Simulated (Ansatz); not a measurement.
# How the TA phonon frequency at L of zinc-blende BAs moves with the method

No measured value is used here.

```csv
level (code),value (cm⁻¹),cell (Å³/atom)
LDA (Ansatz),139,13.25
PBE (Ansatz),139,13.90
RPBE (Ansatz),139,14.18
PBE-D3(BJ) (Ansatz),138,13.52
r²SCAN (Ansatz),144,13.68
r²SCAN+rVV10 (Ansatz),143,13.61
HSE06 (Ansatz),145,13.58
```

PBE-D3(BJ): the dispersion coefficients are held fixed in the derivatives. Each level is taken at its own relaxed cell. Cutoffs and k meshes differ between the levels. Ansatz's density-functional and Hartree–Fock values are scalar-relativistic unless marked +SOC, with PAW data made under PBE.

Ansatz is an electronic-structure program.
